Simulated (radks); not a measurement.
# Si³⁺ in [He] 2s1.5 2p6 3s1.5: an all-electron calculation

Aim: the levels, the sizes of the orbitals and the parts of the energy of the silicon ion Si3+.

The numbers are computed with radks (a radial shooting solver on a logarithmic mesh, Libxc functionals) version 1 (Dirac Kohn-Sham, PBE, spin-unpolarised, spherical densities, finite nucleus), except any that are marked as measured or tabulated.

### Step 1. Starting point

* element: silicon (Z = 14)
* charge: +3
* electrons: 11
* configuration: [He] 2s1.5 2p6 3s1.5
* nuclear rms radius: 3.1224 fm

### Step 2. The calculation

Settings of this run:

```text
Z 14
configuration [He] 2s1.5 2p6 3s1.5
relativity Dirac
functional pbe,pbe
spin unpolarised
j_filling energy
nucleus finite rms 3.1224 fm
c 137.035999084
```

**Question.** What will this run give?

**Answer**, as computed:

```
                        quantity                   value
                    total energy      -285.14669 hartree
exchange-correlation share of it                  6.78 %
                            −T/E                  1.0031
          highest occupied level       3s1/2, -41.748 eV
    most extended occupied level  3s1/2, <r> = 1.79 bohr
 radius at density 0.001 e/bohr³               3.12 bohr
    maxima of the radial density                       2
```

**Reading.** The radial density shows 2 maxima for 3 occupied principal shells; where shells overlap, one shows as a shoulder or not at all. −T/E is 1.003: with relativity the kinetic term as defined here no longer equals −E. This is not the tabulated ground configuration, so its levels and sizes aren't those of the ground state, and no measured value stands beside it.
